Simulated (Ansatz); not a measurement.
Geometry optimisation, UKS BLYP-D4/cc-pVDZ (Ansatz 0.2.0).

The input (input.yaml):

```yaml
crystal:
  periodic: [false, false, false]
  atoms:
    - { symbol: F, position_ang: [1.46987, 0.00583, -1.21365] }
    - { symbol: C, position_ang: [0.21308, -0.4323, -0.90132] }
    - { symbol: C, position_ang: [-0.39805, -0.19681, 0.22362] }
    - { symbol: S, position_ang: [-0.0178, 0.34092, 1.77356] }
    - { symbol: H, position_ang: [-0.23671, -0.93862, -1.74367] }
    - { symbol: H, position_ang: [-1.03038, 1.22098, 1.86145] }
magnetization:
  spin_polarized: true
  initial_magnetization: 1
basis:
  gaussian: { orbitals: cc-pVDZ }
hamiltonian:
  xc: blyp
  dispersion: d4
relax:
  f_tol: 0.015
  max_steps: 40
```

Run as:

```bash
$ ansatz run input.yaml --threads 1 --pin off --max-ram 2048MiB --backend cpu --events-out ev --progress --plain --runs-dir out
```

Problem. Where does it end, and by what steps?

Solution. The forces met the threshold. After 9 steps the energy has fallen by 0.083 eV; H6 moved furthest, 0.11 Å.

```tsv
step	energy less start (eV)	largest force component (eV/Å)	accepted
0	0.0000	1.018	yes
1	-0.0558	0.548	yes
2	-0.0645	0.463	yes
3	-0.0744	0.364	yes
4	-0.0772	0.300	yes
5	-0.0818	0.064	yes
6	-0.0827	0.023	yes
7	-0.0830	0.028	yes
8	-0.0831	0.020	yes
9	-0.0831	0.004	yes
```

```xyz
6
Properties=species:S:1:pos:R:3
F 1.459 0.068 -1.176
C 0.202 -0.438 -0.926
C -0.471 -0.242 0.207
S -0.027 0.308 1.776
H -0.190 -0.999 -1.789
H -0.973 1.302 1.908
```

Run time: 31 s on 1 thread of Arm Neoverse V2 (shared host), peak memory 0.15 GiB.
